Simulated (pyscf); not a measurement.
One insertion on the singlet surface with elements of a group swapped. CCSD(T)/def2-TZVPP + ΔMP2(QZVPP), kJ/mol, from the separated reactants. Single points on ωB97X-D3(BJ)/def2-SVP structures (PySCF, gas phase). MP2 and CC: frozen core, UHF for open shells. ΔMP2 is the change of the MP2 total energy from the triple- to the quadruple-zeta basis.

```json
[
 {"step": "CH₄ + SnH₂ [singlet] -> H₃C–SnH₃", "barrier": "174.4", "reaction energy": "-58.8", "imaginary mode (i cm⁻¹)": "1325"},
 {"step": "SiH₂ [singlet] + CH₄ → H₃C–SiH₃", "barrier": "82.1", "reaction energy": "-225.9", "imaginary mode (i cm⁻¹)": "1346"},
 {"step": "GeH₂ [singlet] + CH₄ → H₃C–GeH₃", "barrier": "?", "reaction energy": "?", "imaginary mode (i cm⁻¹)": "1345"}
]
```

What belongs in the gaps?


- GeH₂ [singlet] + CH₄ → H₃C–GeH₃, barrier: 110.5
- GeH₂ [singlet] + CH₄ → H₃C–GeH₃, reaction energy: -153.2

Row 1: On the reactant side the descent ends in a complex, 17.8 kJ/mol under the separated species and 209.6 kJ/mol under the saddle at ωB97X-D3(BJ)/def2-TZVP. Row 2: On the reactant side the descent ends in a complex, 18.0 kJ/mol under the separated species and 95.6 kJ/mol under the saddle at ωB97X-D3(BJ)/def2-TZVP. Row 3: On the reactant side the descent ends in a complex, 17.2 kJ/mol under the separated species and 140.5 kJ/mol under the saddle at ωB97X-D3(BJ)/def2-TZVP. Each row is the saddle that its search found. The CCSD(T) − MP2 part came from Ansatz, without density fitting, on the same reference. The frozen core leaves the outer d or s,p core shells of the metals and heavy elements correlated in the MP2 and CC values, and def2-TZVPP describes them poorly, which can shift differences by a few kcal/mol. Elements up to Kr have no core potential and no relativistic terms here. Elements past Kr carry the def2 core potentials, without spin-orbit coupling.
